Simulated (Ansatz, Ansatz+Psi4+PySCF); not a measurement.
```csv
atom,x (Å),y (Å),z (Å)
O,0.1987,0.0327,0.5895
O,-0.1987,-0.0327,-0.5895
```

Basis set: cc-pVTZ (spherical functions). Frozen core: 2 orbitals. Correlation on ROHF uses semicanonical orbitals with singles. Charge 0, multiplicity 3.

Computed with Ansatz (development build ahead of 0.2.0); the reference of a correlated method needn't be the lowest determinant of its kind.

The atomization energy at this shape (free ground-state atoms in the same class of orbitals less the molecule, no zero-point energy) of triplet O₂:

```
   method  atomization energy
 UHF-CCSD             4.53 eV
  UHF-MP2             5.33 eV
 ROHF-MP2             5.02 eV
ROHF-CCSD             4.50 eV
      UHF             1.17 eV
     ROHF             0.95 eV
```

Task: What does UHF-CCSD(T) give?

Result: 4.89 eV. Caution for UHF-CCSD(T), UHF-CCSD: the determinant is a saddle point. Caution for UHF-MP2, ROHF-MP2: another reference gives a lower total. Caution for UHF-MP2, ROHF-MP2, ROHF-CCSD, UHF, ROHF: the determinant breaks the point group. Caution for ROHF-MP2, ROHF-CCSD: large amplitudes, a single reference is doubtful.
